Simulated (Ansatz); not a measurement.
**Pulling the pair apart**

The pair of H2O (SMILES O, atoms 1–3) and SiH3F (SMILES [SiH3]F, atoms 4–8), both closed shells, in one local arrangement (a lower one may exist), relaxed at PBE0-D4/def2-TZVP:

O1  (-0.069, -0.255, -1.861)
H2  (-0.941, -0.145, -2.248)
H3  (0.264, 0.637, -1.728)
Si4  (0.136, -0.095, 1.169)
F5  (0.565, 1.275, 0.440)
H6  (0.312, 0.144, 2.624)
H7  (1.023, -1.189, 0.722)
H8  (-1.289, -0.372, 0.882)
(Å)

SiH3F is shifted rigidly along the line between the mean atom positions of the two fragments (negative: closer). Counterpoise interaction energies in kcal/mol. Program: Ansatz 0.2.0. Basis: def2-TZVPPD. Cores are frozen in the correlated methods. B3LYP uses VWN-RPA correlation.

```csv
shift (Å),B3LYP-D4,wB97M-V,MP2
-0.30,-1.48,-2.32,-0.97
-0.15,-2.68,-3.25,-2.20
0.00,-3.15,-3.50,-2.70
0.15,-3.18,-3.39,-2.79
0.36,-2.87,-2.95,-2.57
0.76,-2.01,-2.01,-1.85
1.52,-0.87,-0.91,-0.86
3.04,-0.21,-0.24,-0.23
```

Problem. What does CCSD(T) give at these shifts? (An estimate is asked for; the value comes from the calculation.)

Solution. The calculation gives: -1.18, -2.40, -2.88, -2.95, -2.69, -1.93, -0.89, -0.24 kcal/mol. For zero shift, CCSD(T) at an estimated basis limit (MP2 extrapolated from triple and quadruple zeta, plus CCSD(T) − MP2 in triple zeta) gives -3.31 kcal/mol. These are counterpoise interaction energies, counted from the two frozen fragments.

No T1 diagnostic of these runs exceeds 0.012.

For scale, one of the runs: CCSD(T)/def2-TZVPPD, 213 basis functions, launched by `ansatz run in.yaml --threads 4 --pin off --events-out ev --progress --plain --max-ram 9574MiB`. The run took 28 s on 4 CPU threads of an Arm Neoverse V2 (shared host), with 3 GiB of host memory at its peak.
